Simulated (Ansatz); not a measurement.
Debugging an active-space calculation of AlFH4Si, SMILES [F][AlH][SiH3] (Ansatz's Python interface).

`alfh4si_cas.py`
```python
"""Active-space calculation on AlFH4Si."""

from dataclasses import dataclass

import ansatz as az


@dataclass(frozen=True)
class Options:
    basis_set: str = "6-31G*"


settings = Options()

system = (
    az.Crystal.molecule()
    .atom("F", (-1.4528, -2.2799, 0.2659))
    .atom("Al", (-0.1682, -1.1143, 0.6931))
    .atom("Si", (0.1194, 0.8831, -0.5445))
    .atom("H", (0.881, -1.4519, 1.9084))
    .atom("H", (-0.8614, 0.9636, -1.6079))
    .atom("H", (0.0235, 2.0518, 0.3699))
    .atom("H", (1.5197, 0.8795, -1.1306))
)

base = (
    system.calculation()
    .basis(gaussian=settings.basis_set)
    .correlation(active_electrons=4, active_orbitals=4)
)
for method in ["sc_nevpt2"]:
    data = (base if method is None else base.correlation(method)).run().report
    space = data["configurations"]
    state = space["states"][0]
    print(method or "casscf", f"total {data['free_energy'] / 27.211386246:.6f} Ha, active-space state {state['energy']['hartree']:.6f} Ha, mean field {data['reference_energy_ev'] / 27.211386246:.6f} Ha")
    print("  determinants", state["n_determinants"], " natural occupations", [round(n, 3) for n in space["natural_occupations"]])
```

`python alfh4si_cas.py` gives:
```text
Traceback (most recent call last):
  File "alfh4si_cas.py", line 35, in <module>
    print(method or "casscf", f"total {data['free_energy'] / 27.211386246:.6f} Ha, active-space state {state['energy']['hartree']:.6f} Ha, mean field {data['reference_energy_ev'] / 27.211386246:.6f} Ha")
                                       ~~~~^^^^^^^^^^^^^^^
KeyError: 'free_energy'
```

Find the fault and give the corrected script.

The fault: the report has no such key (the free energy stands under free_energy_ev). The correction:

`alfh4si_cas.py`
```python
"""Active-space calculation on AlFH4Si."""

from dataclasses import dataclass

import ansatz as az


@dataclass(frozen=True)
class Options:
    basis_set: str = "6-31G*"


settings = Options()

system = (
    az.Crystal.molecule()
    .atom("F", (-1.4528, -2.2799, 0.2659))
    .atom("Al", (-0.1682, -1.1143, 0.6931))
    .atom("Si", (0.1194, 0.8831, -0.5445))
    .atom("H", (0.881, -1.4519, 1.9084))
    .atom("H", (-0.8614, 0.9636, -1.6079))
    .atom("H", (0.0235, 2.0518, 0.3699))
    .atom("H", (1.5197, 0.8795, -1.1306))
)

base = (
    system.calculation()
    .basis(gaussian=settings.basis_set)
    .correlation(active_electrons=4, active_orbitals=4)
)
for method in ["sc_nevpt2"]:
    data = (base if method is None else base.correlation(method)).run().report
    space = data["configurations"]
    state = space["states"][0]
    print(method or "casscf", f"total {data['free_energy_ev'] / 27.211386246:.6f} Ha, active-space state {state['energy']['hartree']:.6f} Ha, mean field {data['reference_energy_ev'] / 27.211386246:.6f} Ha")
    print("  determinants", state["n_determinants"], " natural occupations", [round(n, 3) for n in space["natural_occupations"]])
```

The mended script runs so:

Output of `python alfh4si_cas.py`:
```text
sc_nevpt2 total -632.941489 Ha, active-space state -632.660820 Ha, mean field -632.631849 Ha
  determinants 36  natural occupations [1.979, 1.976, 0.024, 0.021]
```

What to keep in mind:
- Total energies depend on the basis set; only differences at equal settings carry meaning.
- The geometry is a force-field or estimated start, not a minimum of this method, and the basis set is short of its limit. The active space starts as a window about the frontier orbitals and is then optimised, not chosen by chemistry.
- Finished in 1.9 s on 1 thread of Arm Neoverse V2, with other jobs on the host, peak memory 0.18 GiB.
